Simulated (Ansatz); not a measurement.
**BO+ (singlet): wave-function methods side by side, 6-31G**

How much of the correlation energy of BO+ (singlet) does each wave-function method recover here?

Method: 6-31G, core rule «outside noble gas», up to 2 orbitals frozen; program: Ansatz 0.2.0, Gaussian basis.

The runs, in order: UHF; CCSD(T) on RHF; CCSD(T) on UHF; BCCD(T) on RHF; CISD; CCSDT(Q) on RHF; CCSDT(Q) on UHF; CISDTQ; CCSDTQ on RHF; CCSDTQ on UHF; CASSCF and MRCISD+Q, 8 electrons in 8 orbitals; CASSCF and NEVPT2, 8 electrons in 8 orbitals; Full CI.

13 further runs of the same task are left out: 4 that didn't finish, 9 set aside as unsound or not needed. Runs told in other sessions of the task aren't counted.

### 1 The geometry

The geometry is a PBE0/def2-TZVP stationary point (not a proven minimum) of the parent state, kept for this charge and spin.

2 atoms, charge 1, spin multiplicity 1.

Atoms are counted from 1 here; the program's logs count them from 0.

Bond lengths: B1–O2 1.201 Å.

### 2 UHF

Input file in.yaml:

```yaml
crystal:
  periodic: [false, false, false]
  atoms:
    - {symbol: B, position_ang: [0.000000, 0.000000, 0.000000]}
    - {symbol: O, position_ang: [0.000000, 0.000000, 1.200581]}
basis:
  gaussian: {orbitals: 6-31G}
total_charge: 1
magnetization: {spin_polarized: true, initial_magnetization: 0}
hamiltonian: {xc: hf}
output: {orbitals: {seedname: orbitals}}
```

Launch:

```console
$ ansatz run in.yaml --threads 1 --pin off --events-out ev --progress --plain --max-ram 2393MiB
```

Further steps of the session: CCSD(T) on RHF; CCSD(T) on UHF; BCCD(T) on RHF; CISD; CCSDT(Q) on RHF; CCSDT(Q) on UHF; CISDTQ; CCSDTQ on RHF; CCSDTQ on UHF; CASSCF and MRCISD+Q, 8 electrons in 8 orbitals; CASSCF and NEVPT2, 8 electrons in 8 orbitals; Full CI.

Before running them: what should the planned runs give, taken together? Wanted: FCI from the RHF energy; RMP2 from FCI; RCCSD from FCI; RCCSD(T) from FCI; RCCSDT(Q) from FCI; NEVPT2 valence from FCI; MRCISD+Q valence from FCI; T1 diagnostic; effectively unpaired electrons.

**Answer**, as computed:

| quantity | value |
| --- | --- |
| FCI from the RHF energy | -5.7646 eV |
| RMP2 from FCI | +8.3 kJ/mol |
| RCCSD from FCI | +35.0 kJ/mol |
| RCCSD(T) from FCI | +5.6 kJ/mol |
| RCCSDT(Q) from FCI | -3.9 kJ/mol |
| NEVPT2 valence from FCI | +28.8 kJ/mol |
| MRCISD+Q valence from FCI | +7.1 kJ/mol |
| levels within 1 kcal/mol (43 meV) | BCCD(T), RCCSDT, RCCSDT(Q), RCCSDTQ |
| T1 diagnostic | 0.062 |
| effectively unpaired electrons | 0.14 |

RCCSD(T) lands +5.6 kJ/mol from the yardstick (1.0 % of the correlation energy). RCCSDT(Q), RCCSDTQ fall below full CI, which methods that aren't variational can do. The occupations are near whole numbers, but T1 = 0.062 shows that the orbitals relax strongly. Of the multireference levels listed MRCISD+Q valence comes nearest in total energy (+7.1 kJ/mol), which doesn't show that its space is the better one. These misses are within one basis, not against nature.
